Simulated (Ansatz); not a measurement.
# SrBe2: from a trial structure to a relaxed crystal

The calculation used DFT PBE, scalar-relativistic, plane waves, PAW in Ansatz 0.2.0. Cutoff 420 eV, Γ-centred k mesh, Gaussian smearing, no spin polarisation in the final step.

SrBe2 was placed on the sites of a reported Cr2B cell (I4/mcm, No. 140), with Sr in place of B, Be in place of Cr, at a guessed volume.

```yaml
crystal:
  lattice:
    - [-3.07509, 3.07509, 2.55971]
    - [3.07509, -3.07509, 2.55971]
    - [3.07509, 3.07509, -2.55971]
  atoms:
    - { symbol: Sr, position: [0.25000, 0.25000, 0.00000] }
    - { symbol: Sr, position: [0.75000, 0.75000, 0.00000] }
    - { symbol: Be, position: [0.66700, 0.16700, 0.83400] }
    - { symbol: Be, position: [0.16700, 0.33300, 0.50000] }
    - { symbol: Be, position: [0.33300, 0.83300, 0.16600] }
    - { symbol: Be, position: [0.83300, 0.66700, 0.50000] }
```

Cell and atoms relax at zero pressure; the relaxation can't lower the symmetry of the start. After a coarse first stage the cell is made exact in the group found at 0.06 Å.

Energies over the elements count from the elements' standard structures at the same level, with no empirical corrections.

Task: What does it relax into?

Result: It keeps I4/mcm (No. 140), but not the shape of the type it started on. Conventional cell: a = 4.543 Å, c = 10.446 Å. Around Sr lie 8 Be at 3.12 Å and 4 Sr at 3.21 Å; Be has 1 Be at 2.07 Å and 4 Be at 2.41 Å.

```cif
data_structure
_symmetry_space_group_name_H-M 'I4/mcm'
_symmetry_Int_Tables_number 140
_cell_length_a 4.5428
_cell_length_b 4.5428
_cell_length_c 10.4464
_cell_angle_alpha 90.000
_cell_angle_beta 90.000
_cell_angle_gamma 90.000
_cell_volume 215.59
loop_
_atom_site_label
_atom_site_type_symbol
_atom_site_symmetry_multiplicity
_atom_site_Wyckoff_symbol
_atom_site_fract_x
_atom_site_fract_y
_atom_site_fract_z
_atom_site_occupancy
Sr1 Sr 4 a 0.00000 0.00000 0.25000 1
Be1 Be 8 h 0.16105 0.66105 0.00000 1
```

Task: What are its volume, energy, density and gap?

Result: The volume per atom is 17.97 Å³, the density is 3.25 g/cm³ and the energy over the elements is 0.42 eV/atom. The gap on the 12×12×12 mesh is 0 eV (a metal).

The final run used a 12×12×12 mesh on its 6-atom cell and 0.10 eV smearing. The k mesh leaves about 4 meV/atom of noise in metals. A structure relaxed within its symmetry needn't be a true minimum.

Cost: 4 runs of about 1.9 core-minutes in all, on Intel Xeon 6975P-C (Granite Rapids) (shared hosts).